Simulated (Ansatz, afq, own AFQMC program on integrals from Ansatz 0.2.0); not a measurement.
# NHBr, quartet: AFQMC among the cluster methods

```xyz
3

Br    0.0000    0.0000   -1.6287
H     0.0000    0.0000    0.0933
N     0.0000    0.0000    1.5353
```

Connectivity, by distances: BrH ··· N.

Basis cc-pVTZ. Only valence electrons are correlated. Ansatz 0.2.0 and our own AFQMC program on the same integrals; the CISD trial comes from CCSD amplitudes, and released means the phaseless constraint is let go. Uncertainties: one standard error, sampling alone. No spin–orbit coupling.

Determinant: UHF, the one that the program's search chose, which needn't be the lowest solution. The geometry is a point of a scan.

No full CI on the walks' own integrals is used here; CCSDT(Q) serves as the reference and is uncertain by about the last step of the cluster series.

Cautions: no relativity below Rb; no spin-orbit coupling; inner d shell frozen; lower spins were not checked; unrestricted determinant slightly spin contaminated (⟨S²⟩ 3.82 against 3.75); the released energies are still falling, so no released level is given (meV from the phaseless value at times in 1/Eh: -4 ± 4 at 0.24, -4 ± 4 at 0.51, -18 ± 5 at 0.99, -23 ± 7 at 1.62, -38 ± 7 at 2.40).

```
T1 diagnostic                               : 0.0182
weight of the determinant in the CISD state : 0.872
⟨S²⟩ of the determinant                     : 3.824
size of the correlated space                : 13 electrons in 72 orbitals
```

Reference: CCSDT(Q), correlation energy -8.984 eV.

```tsv
level	E − E(reference) (mEh)	share of correlation (%)
HF	330.17	0.00
MP2	50.38	84.74
CCSD	12.99	96.06
CCSD(T)	1.76	99.47
CCSDT	0.50	99.85
ph-AFQMC/CISD	0.74 ± 0.12	99.78
```

A walk keeps the symmetry of its determinant, which the program's search chose and which needn't be the lowest solution, so a lower state of the same spin and another symmetry isn't excluded.
